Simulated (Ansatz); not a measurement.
A calculation with Ansatz (development build ahead of 0.2.0).

```yaml
crystal:
  periodic: [false, false, false]
  atoms:
    - { symbol: Si, position_ang: [-0.13922, -0.11389, -0.56081] }
    - { symbol: O, position_ang: [-0.06603, 0.05737, 1.08697] }
basis:
  gaussian: { orbitals: cc-pVDZ }
hamiltonian:
  xc: hf
correlation:
  method: mp2
  frozen_orbitals: { O: 1, Si: 5 }
```

The input is written out in the form of the current development build from the run's settings.

Results

```json
{
 "Converged": "yes",
 "Reference energy": "-363.76724 hartree",
 "Correlation energy": "-0.29131 hartree",
 "Total energy": "-364.05855 hartree",
 "Spin squared of the determinant": "0.000"
}
```
